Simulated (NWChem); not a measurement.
A calculation on acetonitrile (C₂H₃N)

```xyz
6

C      0.0097    -1.1791     0.0000
C     -0.0023     0.2809     0.0000
N     -0.0118     1.4391     0.0000
H     -0.5031    -1.5656     0.8936
H     -0.5031    -1.5656    -0.8936
H      1.0447    -1.5529     0.0000
```
Charge 0, spin multiplicity 1.

All runs are NWChem calculations. Structure: optimised with B3LYP/def2-SVP, a minimum by its harmonic frequencies.

The stability of the SCF solutions was not checked. Open-shell Hartree-Fock references start from PBE0 orbitals.

Worked example. At MP2/def2-TZVP the molecule has a total energy of -132.48286 Ha and the free atoms (multiplicities C 3, N 4, H 2) N -54.49761, H -0.49981, C -37.75859 Ha. The electronic atomisation energy is the atoms' sum less the molecule's energy.

2·(-37.75859) + 1·(-54.49761) + 3·(-0.49981) = -131.51422 Ha for the atoms; less the molecule's energy this leaves 0.96864 Ha, or 607.8 kcal/mol (2543 kJ/mol), without zero-point, thermal or spin-orbit terms. For one electron MP2 and coupled cluster equal Hartree-Fock, which gives the hydrogen atom's value.
